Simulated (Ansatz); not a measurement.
This Ansatz (an electronic-structure program) input (MP2/cc-pCVQZ) gives -100.42910 Eh with 114 basis functions. A basis named .json is the Basis Set Exchange file of that set (core-valence sets with the plain set on hydrogen).

Ansatz 0.2 input:
```yaml
crystal:
  periodic: [false, false, false]
  atoms:
    - {symbol: F, position_ang: [-0.00000000, -0.00000000, -0.09245367]}
    - {symbol: H, position_ang: [0.00000000, 0.00000000, 0.83208299]}
basis:
  gaussian:
    orbitals: cc-pCVQZ.json
magnetization: {spin_polarized: false}
correlation: {method: mp2, frozen_orbitals: {F: 0, H: 0}}
```

Change:
```diff
- correlation: {method: mp2, frozen_orbitals: {F: 0, H: 0}}
+ correlation: {method: mp2, electrons: outside_noble_gas}
```

Task: What does the run give now?

Result: -100.36797 Eh (MP2/cc-pCVQZ, 114 functions), a change of +61.13 mEh.
